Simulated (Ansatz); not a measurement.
A run for Ansatz (a program for electronic structure): R-PBE/def2-TZVPPD on HOCH3Fts, charge -1. Charge -1. Files ending in .json are basis or fitting sets from the Basis Set Exchange.

Ansatz 0.2 input:
```yaml
crystal:
  periodic: [false, false, false]
  atoms:
    - {symbol: F, position_ang: [0.02253600, -0.00745300, 0.00552900]}
    - {symbol: C, position_ang: [-0.01842000, 0.00503700, 1.76492500]}
    - {symbol: H, position_ang: [1.04805000, 0.00524000, 1.85414600]}
    - {symbol: H, position_ang: [-0.54781900, 0.93470700, 1.79222400]}
    - {symbol: H, position_ang: [-0.54895500, -0.92343300, 1.80576200]}
    - {symbol: O, position_ang: [0.00126500, 0.01920000, 3.75059900]}
    - {symbol: H, position_ang: [-0.92676300, 0.03161500, 3.99758100]}
basis:
  gaussian:
    orbitals: def2-TZVPPD.json
hamiltonian:
  xc: {name: PBE}
total_charge: -1
scf: {lower_state_search: off}
```

The head of its log:

```
WARN ansatz: RAYON_NUM_THREADS=2 ignored (pool sized by the plan → 2); use --threads N
Functional definition: PBE
these checks for a lower state are left out or cut short: stability, starts, cluster_reference, orbital_swaps, neighbouring_geometries, increment
integrals: 0.06 GiB planned
791 factors; their error is unknown
mean field: 0.62 GiB planned
mean field evaluation 1: about -5855.8515 eV, gradient 5.6e1 eV
mean field evaluation 2: about -5742.5206 eV, gradient 1.9e2 eV
```

### Question
Predict the final total energy.

### Answer
-215.4204 hartree.
